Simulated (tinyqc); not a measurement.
MP2 on RHF in the sto-3g basis, frozen core, for BH3, spin multiplicity 1, step by step. One step of it, computed by the program tinyqc.

Question. Second-order Moller-Plesset energy. E2 = sum_ijab (ia|jb) [2 (ia|jb) - (ib|ja)] / (e_i + e_j - e_a - e_b) over occupied i, j and virtual a, b; the opposite-spin part is (ia|jb)^2 / denominator, the rest is same-spin, and SCS-MP2 scales them by 6/5 and 1/3.

orbital energies (hartree): MO1 -7.428839, MO2 -0.619174, MO3 -0.421720, MO4 -0.421591, MO5 0.243713, MO6 0.530237, MO7 0.632486, MO8 0.632812

Two-electron integrals over orbitals (pq|rs), unique and non-zero (hartree); the lowest 1 orbital is frozen and left out:
```
(22|22) 0.427518    (32|22) -0.000033   (32|32) 0.115518    (33|22) 0.416886
(33|32) 0.063909    (33|33) 0.467596    (42|42) 0.115507    (43|42) -0.063898
(43|43) 0.050055    (44|22) 0.416909    (44|32) -0.063924   (44|33) 0.367457
(44|44) 0.467594    (52|22) -0.000023   (52|32) -7.65e-09   (52|33) -0.000113
(52|44) -0.000113   (52|52) 0.068407    (53|22) 1.91e-07    (53|32) -0.000434
(53|33) -0.000427   (53|44) 0.000427    (53|52) 0.000009    (53|53) 0.015715
(54|42) -0.000433   (54|43) 0.000427    (54|54) 0.015715    (55|22) 0.453775
(55|32) 0.000005    (55|33) 0.413764    (55|44) 0.413766    (55|52) 0.002509
(55|53) 8.51e-07    (55|55) 0.586775    (62|22) 0.047756    (62|32) 2.74e-06
(62|33) 0.021109    (62|44) 0.021192    (62|52) -0.000017   (62|53) 1.12e-06
(62|55) 0.115283    (62|62) 0.073965    (63|22) 0.000090    (63|32) -0.045044
(63|33) -0.043474   (63|44) 0.043564    (63|52) 1.65e-06    (63|53) 0.000495
(63|55) 0.000181    (63|62) 0.000201    (63|63) 0.063900    (64|42) -0.044863
(64|43) 0.043428    (64|54) 0.000493    (64|64) 0.063676    (65|22) -0.000826
(65|32) 2.22e-06    (65|33) -0.000315   (65|44) -0.000317   (65|52) 0.063221
(65|53) 0.000036    (65|55) -0.000142   (65|62) -0.001597   (65|63) -2.42e-06
(65|65) 0.062793    (66|22) 0.418402    (66|32) 0.000343    (66|33) 0.414901
(66|44) 0.414508    (66|52) -0.001482   (66|53) -2.15e-06   (66|55) 0.439394
(66|62) 0.027237    (66|63) -0.000125   (66|65) -0.001878   (66|66) 0.430720
(72|42) 0.000305    (72|43) 0.022160    (72|54) 0.000546    (72|64) 0.046505
(72|72) 0.049136    (73|42) 0.046582    (73|43) -0.023916   (73|54) -0.000332
(73|64) -0.032066   (73|72) -0.010559   (73|73) 0.033217    (74|22) 0.051557
(74|32) 0.046596    (74|33) 0.052206    (74|44) 0.004362    (74|52) 0.000933
(74|53) -0.000332   (74|55) 0.105385    (74|62) 0.071892    (74|63) -0.032054
(74|65) -0.000601   (74|66) 0.027137    (74|74) 0.107281    (75|42) 0.001215
(75|43) -0.000629   (75|54) 0.016157    (75|64) -0.000564   (75|72) 0.000135
(75|73) 0.000508    (75|75) 0.020782    (76|42) 0.106052    (76|43) -0.058907
(76|54) -0.000569   (76|64) -0.047718   (76|72) -0.004655   (76|73) 0.049458
(76|75) 0.001060    (76|76) 0.109652    (77|22) 0.441362    (77|32) -0.030032
(77|33) 0.398663    (77|44) 0.466792    (77|52) 0.000468    (77|53) 0.000378
(77|55) 0.467975    (77|62) 0.052168    (77|63) 0.037570    (77|65) -0.000366
(77|66) 0.442372    (77|74) 0.048108    (77|77) 0.509850    (82|22) -0.000098
(82|32) 0.000319    (82|33) -0.022187   (82|44) 0.022097    (82|52) -1.65e-07
(82|53) 0.000546    (82|55) -0.000206   (82|62) -0.000049   (82|63) 0.046528
(82|65) 2.50e-06    (82|66) -0.000081   (82|74) -0.010684   (82|77) 0.028269
(82|82) 0.049129    (83|22) 0.051599    (83|32) -0.046479   (83|33) 0.004462
(83|44) 0.052148    (83|52) 0.000934    (83|53) 0.000332    (83|55) 0.105403
(83|62) 0.071926    (83|63) 0.032206    (83|65) -0.000603   (83|66) 0.026823
(83|74) 0.043436    (83|77) 0.070244    (83|82) 0.010368    (83|83) 0.107156
(84|42) 0.046641    (84|43) -0.023984   (84|54) -0.000333   (84|64) -0.032170
(84|72) -0.010644   (84|73) 0.030727    (84|75) 0.000509    (84|76) 0.049527
(84|84) 0.033318    (85|22) 8.96e-07    (85|32) 0.001216    (85|33) 0.000630
(85|44) -0.000629   (85|52) -0.000106   (85|53) 0.016159    (85|55) -1.78e-07
(85|62) 2.53e-06    (85|63) -0.000566   (85|65) -0.000070   (85|66) 0.000006
(85|74) 0.000509    (85|77) -0.000273   (85|82) 0.000135    (85|83) -0.000506
(85|85) 0.020785    (86|22) 4.16e-07    (86|32) 0.106168    (86|33) 0.059064
(86|44) -0.059028   (86|52) 2.82e-06    (86|53) -0.000571   (86|55) 0.000033
(86|62) 0.000025    (86|63) -0.048040   (86|65) 4.35e-06    (86|66) 0.000368
(86|74) 0.049555    (86|77) -0.030802   (86|82) -0.004746   (86|83) -0.049351
(86|85) 0.001062    (86|86) 0.109881    (87|42) -0.030206   (87|43) 0.034162
(87|54) 0.000378    (87|64) 0.037515    (87|72) 0.028386    (87|73) -0.011172
(87|75) -0.000275   (87|76) -0.030904   (87|84) -0.011236   (87|87) 0.034487
(88|22) 0.441374    (88|32) 0.029678    (88|33) 0.466614    (88|44) 0.398878
(88|52) 0.000468    (88|53) -0.000375   (88|55) 0.467999    (88|62) 0.052075
(88|63) -0.037212   (88|65) -0.000365   (88|66) 0.442604    (88|74) 0.070126
(88|77) 0.441216    (88|82) -0.028446   (88|83) 0.048357    (88|85) 0.000270
(88|86) 0.030522    (88|88) 0.509695
```

Hartree-Fock energy = -26.01969221 hartree

Give: Terms; Pair energies; MP2 correlation energy; SCS-MP2 correlation energy; MP2 total energy.

Answer.

Terms (the 40 largest of 74):
```
i  j  a  b  (ia|jb)  (ib|ja)  denominator       term
4  4  7  7   0.1073   0.1073      -2.1082    -0.0055
3  3  8  8   0.1072   0.1072      -2.1091    -0.0054
2  3  6  8   0.0719   0.0465      -2.2039    -0.0032
3  2  8  6   0.0719   0.0465      -2.2039    -0.0032
4  2  7  6   0.0719   0.0465      -2.2035    -0.0032
2  4  6  7   0.0719   0.0465      -2.2035    -0.0032
2  2  5  5   0.0684   0.0684      -1.7258    -0.0027
2  2  6  6   0.0740   0.0740      -2.2988    -0.0024
3  3  6  6   0.0639   0.0639      -1.9039    -0.0021
4  4  6  6   0.0637   0.0637      -1.9037    -0.0021
3  4  8  7   0.0434   0.0307      -2.1086    -0.0012
4  3  7  8   0.0434   0.0307      -2.1086    -0.0012
2  2  7  7   0.0491   0.0491      -2.5033    -0.0010
2  2  8  8   0.0491   0.0491      -2.5040    -0.0010
4  4  8  8   0.0333   0.0333      -2.1088    -0.0005
3  3  7  7   0.0332   0.0332      -2.1084    -0.0005
3  3  6  8   0.0322   0.0322      -2.0065    -0.0005
3  3  8  6   0.0322   0.0322      -2.0065    -0.0005
4  4  8  6  -0.0322  -0.0322      -2.0062    -0.0005
4  4  6  8  -0.0322  -0.0322      -2.0062    -0.0005
3  4  7  6  -0.0321  -0.0321      -2.0060    -0.0005
4  3  6  7  -0.0321  -0.0321      -2.0060    -0.0005
4  3  7  6  -0.0321  -0.0321      -2.0060    -0.0005
3  4  6  7  -0.0321  -0.0321      -2.0060    -0.0005
2  3  8  6   0.0465   0.0719      -2.2039  -4.46e-04
3  2  6  8   0.0465   0.0719      -2.2039  -4.46e-04
2  4  7  6   0.0465   0.0719      -2.2035  -4.46e-04
4  2  6  7   0.0465   0.0719      -2.2035  -4.46e-04
4  3  8  7   0.0307   0.0434      -2.1086  -2.63e-04
3  4  7  8   0.0307   0.0434      -2.1086  -2.63e-04
4  4  5  5   0.0157   0.0157      -1.3306  -1.86e-04
3  3  5  5   0.0157   0.0157      -1.3309  -1.86e-04
2  4  8  7  -0.0107  -0.0106      -2.3061  -4.97e-05
4  2  7  8  -0.0107  -0.0106      -2.3061  -4.97e-05
2  4  7  8  -0.0106  -0.0107      -2.3061  -4.90e-05
4  2  8  7  -0.0106  -0.0107      -2.3061  -4.90e-05
2  3  7  7  -0.0106  -0.0106      -2.3059  -4.84e-05
3  2  7  7  -0.0106  -0.0106      -2.3059  -4.84e-05
2  3  8  8   0.0104   0.0104      -2.3065  -4.66e-05
3  2  8  8   0.0104   0.0104      -2.3065  -4.66e-05
```

Pair energies (hartree; pair i-j sums ij and ji):
```
pair  opposite spin  same spin
2-2         -0.0070          0
3-2         -0.0069    -0.0006
3-3         -0.0093          0
4-2         -0.0069    -0.0006
4-3         -0.0047  -1.53e-04
4-4         -0.0093          0
```

MP2 correlation energy = -0.045447 hartree

SCS-MP2 correlation energy = -0.053389 hartree

MP2 total energy = -26.065139 hartree
